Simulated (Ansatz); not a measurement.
# Tantalum, bcc: convergence with Methfessel-Paxton smearing

Computed with Ansatz, LDA, scalar-relativistic PAW, on the relaxed cell (a = 3.255 Å; spin not included). Errors count from a run at 420 eV on a Γ-centred 22×22×22 mesh with Fermi-Dirac smearing of 0.1 eV, extrapolated to zero width. Fixed here: cutoff 420 eV, mesh 14×14×14. The SCF starts from atomic densities corrected by a trained network.

| width (eV) | E(σ→0) error (meV/atom) | F error (meV/atom) | P (GPa) | SCF iterations |
| --- | --- | --- | --- | --- |
| 0.01 | -4.0 | -4.1 | -0.15 | 5 |
| 0.03 | -4.1 | -4.1 | -0.06 | 5 |
| 0.1 | -4.2 | -4.1 | 0.05 | 5 |
| 0.2 | -4.1 | -3.8 | 0.00 | 5 |
| 0.3 | -3.6 | -2.9 | -0.14 | 5 |
| 0.6 | -0.6 | -4.5 | -0.38 | 5 |
| 1.0 | -8.6 | -20.3 | -0.37 | 5 |
